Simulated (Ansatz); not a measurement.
`OB[SiH3]` and `BB[SiH3]` differ in one atom or group.

Ansatz, PBE0-D4/def2-TZVP geometries, multiplicity 1. Each molecule was computed in one conformer, which needn't be the lowest.

```tsv
property	`OB[SiH3]`
HOMO–LUMO gap (PBE/def2-TZVPP) / eV	4.58
size of the dipole moment (ωB97M-V/def2-TZVPP) / D	2.13
HOMO energy (B3LYP/def2-TZVPP) / eV	-7.71
LUMO energy (PBE0/def2-TZVPP) / eV	-1.07
LUMO energy (B3LYP/def2-TZVPP) / eV	-1.28
HOMO energy (PBE/def2-TZVPP) / eV	-6.62
```

Q: Give the same properties after the change, and the shifts. (Estimate.)

A: Ansatz gave: 
```csv
property,`BB[SiH3]`,shift
HOMO–LUMO gap (PBE/def2-TZVPP) / eV,3.68,-0.90
size of the dipole moment (ωB97M-V/def2-TZVPP) / D,0.35,-1.78
HOMO energy (B3LYP/def2-TZVPP) / eV,-7.82,-0.11
LUMO energy (PBE0/def2-TZVPP) / eV,-2.17,-1.10
LUMO energy (B3LYP/def2-TZVPP) / eV,-2.35,-1.07
HOMO energy (PBE/def2-TZVPP) / eV,-6.82,-0.20
```

With PBE0 the HOMO falls by 0.12 eV and the LUMO falls by 1.10 eV, so the gap narrows by about 0.98 eV. PBE moves the HOMO by -0.20 eV and ωB97M-V by -0.10 eV. The zero-point energy changes by 9.4 kJ/mol with +3 modes. Dipoles are sizes alone; their direction can turn.

B3LYP here is the variant with VWN-RPA as its local correlation; programs differ in this.
